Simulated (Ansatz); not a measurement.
We consider PbO (Pbcm, No. 57), described by r²SCAN-D4 in Ansatz (PAW).

Numerical settings: plane-wave cutoff 560 eV, 8×6×6 k mesh (along the axes of the cell as run), Fermi–Dirac smearing 0.01 eV, scalar-relativistic PAW data made under PBE.

Energies at three volumes about the minimum:

| V (Å³/atom) | E − E_lowest (meV/atom) |
|---|---|
| 19.272 | 0.55 |
| 19.666 | 0.00 |
| 20.059 | 0.48 |

### Question
Fit a parabola by hand: where is the minimum, and what is the bulk modulus?

### Answer
Slopes: (0.00 − 0.55)/(19.666 − 19.272) = -1.396 and (0.48 − 0.00)/(20.059 − 19.666) = 1.221 meV/Å³. Curvature E″ = 2 × (1.221 − (-1.396))/(20.059 − 19.272) = 6.651 meV/Å⁶. From the middle of the first interval, the slope vanishes at V0 = 19.4690 − (-1.396)/6.651 = 19.679 Å³/atom. B = V0 E″ = 19.679 × 6.651 meV/Å³ × 0.1602 GPa per meV/Å³ = 21.0 GPa. The full Birch–Murnaghan fit to all volumes gives V0 = 19.665 Å³/atom and B0 = 20.9 GPa.

Shape and atoms are relaxed at each volume.

Note: the bulk modulus comes from volumes at which shape and atoms were relaxed.

Ansatz is a program for electronic structure.
